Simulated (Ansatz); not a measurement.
Geometry optimisation, UKS B3LYP-D4/def2-SVP (Ansatz).

input.yaml

```yaml
crystal:
  periodic: [false, false, false]
  atoms:
    - { symbol: C, position_ang: [-0.69279, -0.25555, -1.24205] }
    - { symbol: C, position_ang: [0.36561, 0.35533, -0.59201] }
    - { symbol: C, position_ang: [-0.07765, -0.17085, 0.67434] }
    - { symbol: "N", position_ang: [-1.12293, -0.81875, 0.32221] }
    - { symbol: H, position_ang: [1.21251, 0.98314, -0.8823] }
    - { symbol: H, position_ang: [0.31524, -0.09332, 1.71979] }
total_charge: -1
magnetization:
  spin_polarized: true
basis:
  gaussian: { orbitals: def2-SVP }
hamiltonian:
  xc: b3lyp
  dispersion: d4
relax:
  f_tol: 0.02
  max_steps: 40
```

Launched with:

```bash
$ ansatz run input.yaml --threads 1 --pin off --max-ram 2048MiB --backend cpu --events-out ev --progress --plain --runs-dir out
```

Where does it end, and by what steps?

It converged. Limits of this set-up: an anion without diffuse functions, the dipole of an ion depends on the origin. After 5 steps the energy has fallen by 0.077 eV; C1 moved furthest, 0.06 Å.

```tsv
step	energy less start (eV)	largest force component (eV/Å)	accepted
0	0.0000	1.132	yes
1	-0.0524	0.421	yes
2	-0.0731	0.163	yes
3	-0.0754	0.186	yes
4	-0.0770	0.116	yes
5	-0.0774	0.009	yes
```

```xyz
6
Properties=species:S:1:pos:R:3
C -0.663 -0.223 -1.288
C 0.370 0.357 -0.597
C -0.095 -0.188 0.698
N -1.139 -0.839 0.360
H 1.212 0.990 -0.926
H 0.315 -0.096 1.753
```

Run time: 17 s on 1 thread of Arm Neoverse V2, on a shared host, peak memory 0.15 GiB.
